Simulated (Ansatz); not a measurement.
Cartesian coordinates in Å:
```
C 0.1016 0.9157 0.8339
O 0.7928 -0.0599 0.0717
C -0.0166 -0.8664 -0.6520
Cl 0.9324 -2.2269 -1.2322
Cl -0.7700 -0.0038 -2.0500
H -0.6405 0.4443 1.4881
H 0.8534 1.4177 1.4387
H -0.3937 1.6387 0.1809
H -0.8594 -1.2594 -0.0791
```

Charge 0, multiplicity 1.

(1) List the r2SCAN/def2-TZVPP orbital energies in eV (the Gaussian-basis code of Ansatz). (An estimate is asked.)

Answers

(1) Ansatz gave: Occupied: -2753.72, -2753.46, -517.25, -277.81, -274.91, -255.09, -254.83, -193.71, -193.45, -193.45, -193.44, -193.20, -193.19, -29.12, -23.24, -21.44, -19.11, -16.49, -13.96, -13.07, -12.90, -11.25, -10.81, -9.31, -8.56, -8.20, -7.82, -7.63, -7.46. Lowest empty: -0.90, 0.20, 1.13, 1.83, 2.30, 2.93, 3.26, 4.14.
